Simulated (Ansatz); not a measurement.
# N4O2: the cost of one run

Method: the levels named in each step, in Ansatz 0.2.0.

### Step 1. The starting structure

Bond lengths: N1–N2 1.106 Å, N2–O3 1.149 Å, N4–N5 1.105 Å, N5–O6 1.151 Å. Angles: N1–N2–O3 179.9°, N4–N5–O6 179.1°.

Coordinates:

```xyz
6

N     0.5731   -0.8000    0.1211
N     1.5046   -0.9029    0.7084
O     2.4719   -1.0118    1.3181
N    -2.2424    0.1244   -1.2819
N    -1.5946    0.8607   -0.7727
O    -0.9316    1.6403   -0.2456
```

### Step 2. A rough first relaxation, PBE-D4/def2-SVP

This run stands in another session on the same molecule. It ended at:

```xyz
6

N     0.6038   -0.8919    0.1395
N     1.5757   -0.9560    0.7427
O     2.5821   -1.0259    1.3667
N    -2.3195    0.1392   -1.3361
N    -1.6680    0.9182   -0.8070
O    -0.9932    1.7269   -0.2584
```

### Step 3. Relaxation, B2PLYP/def2-TZVPP

input.yaml reads:

```yaml
crystal:
  periodic: [false, false, false]
  atoms:
    - { symbol: "N", position_ang: [0.6037568, -0.89188038, 0.13953163] }
    - { symbol: "N", position_ang: [1.57567056, -0.95603518, 0.74265701] }
    - { symbol: O, position_ang: [2.58213653, -1.0258814, 1.36672028] }
    - { symbol: "N", position_ang: [-2.31954913, 0.13922007, -1.33609442] }
    - { symbol: "N", position_ang: [-1.66795885, 0.91822735, -0.80699245] }
    - { symbol: O, position_ang: [-0.99318592, 1.72692955, -0.25840205] }
basis:
  gaussian: { orbitals: def2-TZVPP }
hamiltonian:
  xc: { name: B2PLYP }
relax:
  f_tol: 0.002
  max_steps: 150
```

Started as:

```
$ ansatz run input.yaml --threads 4 --pin off --max-ram 10240MiB --backend cpu --events-out ev --progress --plain --runs-dir out
```

Q: Estimate wall time and peak memory on 4 threads of Intel Xeon at 2.70GHz, shared host.

About 4 min, with a peak of 0.66 GiB.
